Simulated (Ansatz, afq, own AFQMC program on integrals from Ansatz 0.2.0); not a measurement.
# CH$_{3}$, doublet: AFQMC among the cluster methods

```xyz
4

C    -0.7302    0.4542   -0.3429
H    -1.3155   -0.4631   -0.2743
H    -0.1609    0.6713   -1.2471
H    -0.7141    1.1544    0.4926
```

Basis def2-TZVP. Noble-gas cores (and the filled d shells of Ga–Kr and In–Xe) are frozen. AFQMC by an in-house program on the Cholesky factors that Ansatz 0.2.0 writes for its CCSD(T) run. ph-AFQMC/CISD is guided by a CISD state made of CCSD amplitudes; releasing the constraint for a short imaginary time cuts its bias at the price of noise, slowly where states lie close. Error bars are statistical, one sigma.

Determinant: UHF, the one that the program's search chose, which needn't be the lowest solution. The geometry is a PBE0/def2-SVP stationary point of this or a neighbouring charge and spin state.

No full CI on the walks' own integrals is used here; CCSDT(Q) serves as the reference and is uncertain by about the last step of the cluster series.

The T1 diagnostic is 0.0088, the weight of the determinant in the CISD state is 0.936 and the ⟨S²⟩ of the determinant is 0.762. The size of the correlated space is 7 electrons in 48 orbitals.

Reference: CCSDT(Q), correlation energy -4.817 eV. The released energy is read at 2.40 1/Eh (meV from the phaseless value at times in 1/Eh: 0.4 ± 1.5 at 0.24, -1.5 ± 1.3 at 0.51, -3.3 ± 1.1 at 0.99, -0.1 ± 1.1 at 1.62, -1.7 ± 1.4 at 2.40).

```json
{"level": "HF", "E − E(reference) (kJ/mol)": "464.8", "share of correlation (%)": "0.00"}
{"level": "MP2", "E − E(reference) (kJ/mol)": "70.5", "share of correlation (%)": "84.82"}
{"level": "CCSD", "E − E(reference) (kJ/mol)": "13.0", "share of correlation (%)": "97.19"}
{"level": "CCSD(T)", "E − E(reference) (kJ/mol)": "1.6", "share of correlation (%)": "99.66"}
{"level": "CCSDT", "E − E(reference) (kJ/mol)": "0.3", "share of correlation (%)": "99.94"}
{"level": "ph-AFQMC/CISD", "E − E(reference) (kJ/mol)": "0.0 ± 0.2", "share of correlation (%)": "100.01"}
{"level": "released AFQMC", "E − E(reference) (kJ/mol)": "-0.2 ± 0.1", "share of correlation (%)": "100.04"}
```

Released energies are given only where the last usable release times agree within the noise; a slower fall can still hide under it.
